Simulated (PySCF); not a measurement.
# H3O4P: core ionisation energies

Species: H3O4P.
Atom-mapped SMILES: `[O:1]=[P:2]([OH:3])([OH:4])[OH:5]`

Method: delta-SCF UKS SCAN, pcX-2 on the ionised atom, pcseg-1 elsewhere, spin-free X2C in PySCF 2.14.0. Binding energies are ΔSCF values: E(core-ionised, relaxed orbitals) − E(ground state) at a fixed geometry, referred to the vacuum level.

Task: What binding energy does each computed site have?

Result: 
| atom(s) | bonded to | level | binding energy (eV) | 2p1/2 (eV) | above the level's lowest (eV) | count |
| --- | --- | --- | --- | --- | --- | --- |
| O1 | P (double bond) | O 1s | 537.40 | – | 0.00 | 1 |
| P2 | O (double bond) and 3 O | P 2p3/2 | 140.56 | 141.45 | 0.00 | 1 |
| P2 | O (double bond) and 3 O | P 1s | 2154.94 | – | 0.00 | 1 |
| O3/O4/O5 | H and P | O 1s | 540.10 | – | +2.70 | 3 |

The listed O 1s values span 2.70 eV, from O1 (bonded to P (double bond)) to O3/O4/O5 (bonded to H and P). Summing the Pauling electronegativity differences to the bonded atoms, each weighted by its formal bond order, gives -2.50 for the lowest site and -2.49 for the highest.

Task: Which photon energy gives electrons from P 2p3/2 of P2 a kinetic energy of 50 eV, and what is their de Broglie wavelength?

Result: hν = 140.56 + 50 = 190.56 eV, recoil neglected; λ = 12.264 Å/√(E/eV) = 1.73 Å.

Atoms equivalent by their bonding share one computed value, that of the first of them. Spin–orbit coupling isn't in the SCF: each 2p doublet comes from a relaxed spin-free hole plus a matrix of the shell (mean-field spin–orbit coupling and the ground-state 2p splitting), with 2p3/2 averaged over its two sublevels. 2p1/2 minus 2p3/2 (ligand field included): P 0.89 eV. Isolated species at its PBE0-D3(BJ)/def2-SVP geometry (one conformer only).

Conformer computed: `[O:1]=[P:2]([OH:3])([OH:4])[OH:5]`: H–O3–P2–O1 35°, H–O4–P2–O1 36°, H–O5–P2–O1 32°.
